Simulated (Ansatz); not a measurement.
# FH2OSi: the cost of one run

Program: the Python package of Ansatz 0.2.0. Level of theory: PBE/def2-SVP. These are calculated values, not measurements.

### Step 1. The structure

Bond lengths: O1–Si2 1.668 Å, Si2–F3 1.656 Å, Si2–H4 1.437 Å, Si2–H5 1.480 Å. Angles: O1–Si2–F3 107.7°, O1–Si2–H4 112.5°, O1–Si2–H5 111.2°, F3–Si2–H4 107.7°, F3–Si2–H5 109.9°, H4–Si2–H5 107.8°.

The script holds or builds the structure itself.

### Step 2. The script

Input file fh2osi.py:

```python
import ansatz
import numpy as np

SETTINGS = {
    'basis_set': 'def2-SVP',
    'functional': 'pbe',
}


def main() -> None:
    geometry_ang = [
        ('O', (-1.2462, 0.6075, 0.8673)),
        ('Si', (-0.0063, -0.0164, -0.057)),
        ('F', (1.2097, -0.4699, 0.971)),
        ('H', (-0.4065, -1.1802, -0.7998)),
        ('H', (0.4992, 0.9852, -1.0229)),
    ]
    fh2osi = ansatz.Crystal.molecule()
    for symbol, xyz in geometry_ang:
        fh2osi = fh2osi.atom(symbol, xyz)

    calc = (
        fh2osi.calculation()
        .basis(gaussian=SETTINGS['basis_set'])
        .functional(SETTINGS['functional'])
        .spin('collinear', total=1)
        .accuracy('medium')
        .scf(lower_state_search='standard')
    )
    symbols = [site.symbol for site in fh2osi.cartesian_sites]
    pairs = [(0, 1), (1, 2), (1, 3), (1, 4)]
    print('held (A)   E (eV)        ', '  '.join(f'{symbols[i]}{i}-{symbols[j]}{j}' for i, j in pairs))
    for length in [1.36, 1.48, 1.6, 1.78, 2.0]:
        data = calc.relax(constraints=[ansatz.DistanceConstraint((1, 4), at=length)], force_tolerance=0.02, max_steps=60).run(threads=1).report
        xyz = np.array(data['positions_ang'])
        print(f'{length:6.2f} {data["free_energy_ev"]:14.5f}  ', '  '.join(f'{np.linalg.norm(xyz[i] - xyz[j]):.3f}' for i, j in pairs))


if __name__ == '__main__':
    main()
```

### Step 3. Launch

On the command line:

```
python fh2osi.py
```

**Question.** How long does this script take on 1 thread of Arm Neoverse V2, shared host, and how much memory does it need?

About 67 s, with a peak of 0.21 GiB.
